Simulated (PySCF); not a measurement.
Compound: CH7BN (charge -1).
Structure used (PBE0-D3(BJ)/def2-SVP), in Å, numbered top down from 1:
```
atom  x, y, z in Å
B1    -1.3094   -0.1080   -0.1116
N2     0.0601    0.5763   -0.3403
C3     1.1877   -0.2702   -0.1167
H4    -1.4846   -1.0107   -0.9688
H5    -2.2285    0.7386   -0.2235
H6    -1.4083   -0.6507    1.0377
H7     0.1359    1.3843    0.2760
H8     1.1649   -1.1150   -0.8323
H9     1.2463   -0.7551    0.8966
H10    2.1603    0.2493   -0.2723
```

Computed at PBE0/pcSseg-1 (PySCF, non-relativistic), with Q(11B) = 0.04059 b, Q(14N) = 0.02044 b: B1, 11B (I = 3/2): χzz = 0.380 MHz, η = 0.437; N2, 14N (I = 1): χzz = -5.237 MHz, η = 0.510.

(1) Where would the pure quadrupole (NQR) lines of 11B at B1 fall for the rigid, isolated species?

(2) Find the zero-field quadrupole resonance frequencies of 14N at N2.

Answers

(1) From ν = (|χ|/2)√(1 + η²/3): ν = 0.196 MHz (four-coordinate boron).

(2) From ν± = (3/4)|χ|(1 ± η/3) and ν0 = |χ|η/2: ν+ 4.596 MHz, ν− 3.260 MHz, ν0 1.336 MHz (boron-bound nitrogen).

In a crystal, neighbours and librations shift these lines. The pcSseg-1 basis has no diffuse functions, a weakness for an anion. With a basis this small, the couplings can be 20 % off.
